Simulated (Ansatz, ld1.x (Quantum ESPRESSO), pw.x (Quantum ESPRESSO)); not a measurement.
## V (Z = 23): does the PAW potential hold in the solid?

- Element: vanadium (V)
- Generator: ld1.x (Quantum ESPRESSO) 7.5
- Type: PAW
- Functional: PBEsol
- Relativity: scalar-relativistic
- Frozen core: [Ar]
- Valence charge: 5
- Reference configuration: 3d3 4s2 4p0
- Partial waves: 4s (bound): rcut 1.95, rcutus 2.65 bohr; 4s channel at 4.2 Ry: rcut 1.95, rcutus 2.65 bohr; 4p (bound, empty): rcut 1.90, rcutus 2.45 bohr; 4p channel at 1.4 Ry: rcut 1.90, rcutus 2.45 bohr; 3d (bound): rcut 1.85, rcutus 2.20 bohr; 3d channel at 0.95 Ry: rcut 1.85, rcutus 2.20 bohr
- Local potential: all-electron potential smoothed inside 2.45 bohr (lloc = -1)
- Core correction: a·sin(br)/r model core, default radius (core density twice the valence density)
- Augmentation charge: BESSEL, radius 1.80 bohr

Crystal test: bcc V in pw.x 7.5, no spin, 16³ k-points, Fermi–Dirac smearing 0.01 Ry, cutoffs 40/320 Ry. The reference is all-electron LAPW (Ansatz 0.2.0) with the same functional, mesh and smearing; V0 and B0 come from Birch–Murnaghan fits to the pressures at five volumes. Errors are pseudo minus all-electron; Δ is the rms difference of the E(V) curves that follow from these fits, minima aligned, over ±6 % about the mean V0. Mesh and smearing are coarse, so the numbers serve the comparison and aren't converged zero-temperature values; the lattice is a test structure that the element need not adopt.

All-electron: a0 = 2.962 Å (V0 = 12.99 Å³/atom), B0 = 194.1 GPa.

Question: How far does the potential miss the all-electron equation of state?

Answer: mean pressure error (GPa): +1.62; a0 (Å): 2.969; a0 error (%): +0.25; B0 error (%): +2.0; Δ (meV/atom): 4.3. The largest radius (2.65 bohr) exceeds half the bond length (2.42 bohr), so the spheres overlap, which is one possible source of error among others. Atomic configuration tests: 2 of 7 tests not solved or not reliable.

```csv
V (Å³/atom),P all-electron (GPa),P pseudo (GPa)
12.276,12.20,14.37
12.599,6.29,8.15
12.922,1.03,2.62
13.245,-3.64,-2.30
13.568,-7.79,-6.63
```

Question: At the middle volume, how do free energy and pressure move when the wave cutoff is lowered (ecutrho held at 320 Ry)?

Answer:

| cutoff (Ry) | shift of F (meV/atom) | shift of P (GPa) |
| --- | --- | --- |
| 18 | +605.9 | +21.42 |
| 24 | +461.7 | +3.77 |
| 32 | +48.2 | -4.95 |

The run at the middle volume (145 k-points, 9 iterations) took about 9.9 s on one core of a shared host (Neoverse-V1, 32 threads, 247 GiB, load 14).
